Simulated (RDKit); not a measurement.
RDKit input (UFF):

```python
from rdkit import Chem
from rdkit.Chem import AllChem, rdDetermineBonds

mol = Chem.MolFromXYZFile('mol.xyz')
rdDetermineBonds.DetermineBonds(mol, charge=0)
print('SMILES', Chem.MolToSmiles(Chem.RemoveHs(mol)))
ff = AllChem.UFFGetMoleculeForceField(mol)
e0 = ff.CalcEnergy()
flag = ff.Minimize(maxIts=5000, forceTol=1e-5)
print(f'energy {e0:.4f} -> {ff.CalcEnergy():.4f} kcal/mol, converged: {flag == 0}')
print(Chem.MolToXYZBlock(mol))
```
mol.xyz:
```
10

C     -0.00677442     1.13492425     0.30903550
C      0.00621328    -1.13287317     0.31648329
C      0.74276151     0.00321406    -0.31659517
C     -0.74219232    -0.00529457    -0.31789940
H     -0.00831064     1.23676748     1.39372236
H     -0.01170322     2.07740938    -0.22784986
H      0.00580282    -1.22760088     1.40181571
H      0.01209977    -2.07885887    -0.21420004
H      1.42548386     0.00439170    -1.14856569
H     -1.42342090    -0.01193223    -1.15106786
```

**Question.** Which steric energies does it print, before and after the minimisation?

**Answer.** 568.26 and 518.33 kcal/mol. They count from the force field's own zero for this bonding and are no heats of formation.
